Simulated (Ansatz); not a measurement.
A made-up structure of CH5SSi (charge -1), closed shell:

```xyz
8
angstrom
Si -0.7949 0.2932 -0.1297
C 0.9747 -0.2312 0.0205
S 0.9032 -1.4627 1.3668
H -1.6886 -0.8369 -0.5104
H -1.0503 1.3461 -1.2064
H -1.3054 0.9236 1.1204
H 1.6198 0.6230 0.2614
H -0.0538 -0.7727 -0.7051
```

It is relaxed with PBE-D4/def2-SVPD and then PBE0-D4/def2-TZVPD (Ansatz 0.2.0). Atoms count as bonded within 1.22 times the sum of their covalent radii (H–H: 0.88 Å). The end point is not checked to be a true minimum.

Task: Does its bonding change? (Judge from chemistry; the calculation decides.)

Result: By the calculation: Yes. Formed: C2–H8; broken: Si1–H8.

Where it ends: The first stage lowers the energy by 3.92 eV in 9 steps. It ends as CH₅SSi ([SiH3][CH2][S]), total charge -1:
```tsv
atom	x (Å)	y (Å)	z (Å)
Si1	-0.9541	0.3317	-0.0550
C2	0.7795	-0.3181	-0.0163
S3	0.7305	-1.4777	1.3933
H4	-1.9548	-0.7439	-0.3056
H5	-1.2197	1.3503	-1.1616
H6	-1.3140	1.0554	1.1970
H7	1.5013	0.4956	0.1282
H8	1.0360	-0.8108	-0.9626
```

Labels in which every atom is bracketed show which atoms are joined, not bond orders.

For scale, one of the runs: PBE0-D4/def2-TZVPD relaxation, 171 basis functions, launched by `ansatz run in.yaml --threads 2 --pin off --events-out ev --progress --plain --max-ram 4352MiB`. Hardware: 2 CPU threads of an Arm Neoverse V2, shared host. Wall time about 23 s.
